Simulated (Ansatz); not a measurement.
# H2NOSi: the cost of one run

All numbers below are computed with Ansatz 0.2.0 (RKS B3LYP-D4/6-31G*).

## Step 1: Starting point

Bond lengths: N1–Si2 1.642 Å, Si2–O3 1.538 Å, N1–H4 1.020 Å, Si2–H5 1.497 Å. Angles: N1–Si2–O3 138.8°, N1–Si2–H5 105.6°, O3–Si2–H5 115.6°, Si2–N1–H4 116.6°.

Structure file:

```xyz
5

N    -0.6887   -0.9944   -0.0276
Si    0.3412    0.2816    0.0627
O     0.3582    1.7813   -0.2796
H    -1.6127   -0.8081   -0.4173
H     1.6020   -0.2604    0.6618
```

## Step 2: Preparing the start

File input.yaml:

```yaml
crystal:
  periodic: [false, false, false]
  atoms:
    - { symbol: "N", position_ang: [-0.68868, -0.99441, -0.02762] }
    - { symbol: Si, position_ang: [0.34117, 0.28162, 0.06266] }
    - { symbol: O, position_ang: [0.35821, 1.78128, -0.27957] }
    - { symbol: H, position_ang: [-1.61275, -0.80812, -0.41725] }
    - { symbol: H, position_ang: [1.60205, -0.26037, 0.66177] }
total_charge: -1
basis:
  gaussian: { orbitals: "6-31G*" }
hamiltonian:
  xc: b3lyp
  dispersion: d4
relax:
  f_tol: 0.02
  max_steps: 40
scf:
  lower_state_search: "off"
output:
  orbitals: {}
```

On the command line:

```console
$ ansatz run input.yaml --threads 1 --pin off --max-ram 2048MiB --backend cpu --events-out ev --progress --plain --runs-dir out
```

What time and memory should one allow on 1 thread of Arm Neoverse V2, shared host?

About 6.1 s, with a peak of 0.11 GiB.
